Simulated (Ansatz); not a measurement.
# C₄H₃FO: basis-set convergence

Aim: see how fast density functionals converge with the basis set for C₄H₃FO.

Program: Ansatz 0.2.0, Gaussian basis. Level of theory: one geometry, several basis sets. These are calculated values, not measurements.

Levels to be run: PBE0-D4/def2-SVP; ωB97M-V/def2-SVP; PBE0-D4/def2-QZVPP; ωB97M-V/def2-QZVPP; the functionals' def2-TZVPP values are taken from earlier runs.

**1. The geometry**

The geometry comes from an earlier relaxation with PBE0-D4 in a triple-zeta def2 set; it is a stationary point, not always the lowest conformer.

SMILES `Fc1ccco1`, 9 atoms, charge 0, spin multiplicity 1.

Atoms are counted from 1 here; the program's logs count them from 0.

Bond lengths: F1–C2 1.308 Å, C2–C3 1.348 Å, C2–O6 1.331 Å, C3–C4 1.432 Å, C3–H7 1.076 Å, C4–C5 1.350 Å, C4–H8 1.078 Å, C5–O6 1.366 Å, C5–H9 1.076 Å. Angles: F1–C2–C3 132.0°, F1–C2–O6 114.9°, C3–C2–O6 113.1°, C2–C3–C4 104.1°, C2–C3–H7 127.0°, C4–C3–H7 128.9°, C3–C4–C5 106.8°, C3–C4–H8 126.9°, C5–C4–H8 126.2°, C4–C5–O6 110.1°, C4–C5–H9 134.2°, O6–C5–H9 115.7°, C2–O6–C5 105.9°.

As a file:

```
F     0.9818    1.1226   -1.9922
C     0.4665    0.5339   -0.9437
C     0.7304   -0.6486   -0.3522
C    -0.1825   -0.6994    0.7505
C    -0.9000    0.4437    0.7170
O    -0.5009    1.2170   -0.3365
H     1.4647   -1.3746   -0.6559
H    -0.2830   -1.4941    1.4721
H    -1.6883    0.8531    1.3241
```

**2. PBE0-D4 in def2-SVP**

in.yaml

```yaml
crystal:
  periodic: [false, false, false]
  atoms:
    - {symbol: F, position_ang: [0.981821, 1.122606, -1.992176]}
    - {symbol: C, position_ang: [0.466461, 0.533861, -0.943703]}
    - {symbol: C, position_ang: [0.730360, -0.648602, -0.352188]}
    - {symbol: C, position_ang: [-0.182490, -0.699350, 0.750466]}
    - {symbol: C, position_ang: [-0.900011, 0.443715, 0.717043]}
    - {symbol: O, position_ang: [-0.500925, 1.217046, -0.336526]}
    - {symbol: H, position_ang: [1.464732, -1.374605, -0.655948]}
    - {symbol: H, position_ang: [-0.283044, -1.494082, 1.472077]}
    - {symbol: H, position_ang: [-1.688306, 0.853109, 1.324055]}
basis:
  gaussian: {orbitals: def2-SVP}
hamiltonian: {xc: pbe0, dispersion: d4}
output: {orbitals: {seedname: orbitals}}
```

Run with:

```sh
> ansatz run in.yaml --threads 4 --pin off --events-out ev --progress --plain --max-ram 10444MiB
```

After this run come: ωB97M-V in def2-SVP; PBE0-D4 in def2-QZVPP; ωB97M-V in def2-QZVPP.

Before running them: what should the planned runs give, taken together? Wanted: PBE0-D4: double and triple zeta above quadruple; ωB97M-V: double and triple zeta above quadruple.

The runs gave:

| quantity | value |
| --- | --- |
| PBE0-D4: double and triple zeta above quadruple | 10.67, 0.46 eV |
| ωB97M-V: double and triple zeta above quadruple | 10.93, 0.43 eV |

What this shows: For PBE0-D4 the step from double to triple zeta gains 10.21 eV and the next only 0.46 eV. Total energies overstate the basis error of differences, where much of it tends to cancel. The LUMO of ωB97M-V is positive and keeps falling with the basis (2.75 to 2.22 eV): an unbound level that the basis holds in place.
